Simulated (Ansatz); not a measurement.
# AlLiH₂ (singlet): wB97M-V, B2PLYP over a scan of the distance Al1–Li2, 6-31G

How well do these functionals follow the top wave-function level for AlLiH₂ (singlet) over a scan of the distance Al1–Li2?

Program: Ansatz 0.2.0, Gaussian basis. Level of theory: 6-31G, all electrons in the functionals, frozen cores in the correlation of double hybrids and RPA. These are calculated values, not measurements.

The runs, in order: wB97M-V, B2PLYP, at 2.150 Å; 2.384 Å; 2.639 Å; 2.888 Å; 3.192 Å; 3.610 Å; 4.166 Å; 4.908 Å; 5.845 Å; 7.289 Å; 8.823 Å.

41 further runs of the same task are left out: 22 for a known fault of the program, 15 that didn't finish, 4 set aside as unsound or not needed.

### Step 1. The system

The geometry derives from a PBE0/def2-TZVP stationary point (not a proven minimum). One bond is set to the value named and the two fragments are kept rigid.

4 atoms, charge 0, spin multiplicity 1.

Atoms are counted from 1 here; the program's logs count them from 0.

Bond lengths: Al1–H3 1.618 Å, Al1–H4 1.618 Å. Angles: H3–Al1–H4 107.9°.

No dispersion term is added; wB97M-V holds VV10 nonlocal correlation.

The geometry shown and the zero of energy belong to the point 2.639 Å. The yardstick, FCI, and other wave-function levels (R restricted, U unrestricted, valence and pair active spaces) come from earlier runs.

### Step 2. wB97M-V, 2.150 Å

The input, in.yaml:

```yaml
crystal:
  periodic: [false, false, false]
  atoms:
    - {symbol: Al, position_ang: [0.000000, 0.000000, 0.361819]}
    - {symbol: Li, position_ang: [0.000000, 0.000000, -1.788181]}
    - {symbol: H, position_ang: [0.000000, 1.307862, 1.314228]}
    - {symbol: H, position_ang: [0.000000, -1.307862, 1.314228]}
basis:
  gaussian: {orbitals: 6-31G}
hamiltonian: {xc: {name: wB97M-V}}
output: {forces: true, orbitals: {seedname: orbitals}}
```

Command:

```
$ ansatz run in.yaml --threads 1 --pin off --events-out ev --progress --plain --max-ram 2393MiB
```

After this run come: wB97M-V, 2.384 Å; wB97M-V, 2.639 Å; wB97M-V, 2.888 Å; wB97M-V, 3.192 Å; wB97M-V, 3.610 Å; wB97M-V, 4.166 Å; wB97M-V, 4.908 Å; wB97M-V, 5.845 Å; wB97M-V, 7.289 Å; wB97M-V, 8.823 Å; B2PLYP, 2.150 Å; B2PLYP, 2.384 Å; B2PLYP, 2.639 Å; B2PLYP, 2.888 Å; B2PLYP, 3.192 Å; B2PLYP, 3.610 Å; B2PLYP, 4.166 Å; B2PLYP, 4.908 Å; B2PLYP, 5.845 Å; B2PLYP, 7.289 Å; B2PLYP, 8.823 Å.

Q: Predict the results of all the runs planned. Wanted: span of the FCI curve; largest miss, wB97M-V; largest miss, B2PLYP.

The runs gave:

```
             quantity                value
span of the FCI curve             1.450 eV
largest miss, wB97M-V  +0.508 eV (5.845 Å)
 largest miss, B2PLYP  +0.241 eV (4.166 Å)
```

Of the functionals, B2PLYP keep the smallest largest miss at the points compared (at most 0.241 eV) and wB97M-V strays most (0.508 eV, at 5.845 Å). wB97M-V, B2PLYP clearly break the spin symmetry at some points (⟨S²⟩ up to 1.00 above the pure value), so energy there is bought with a mixed spin. Functionals and the yardstick converge differently with the basis, so part of each miss in 6-31G is the basis.
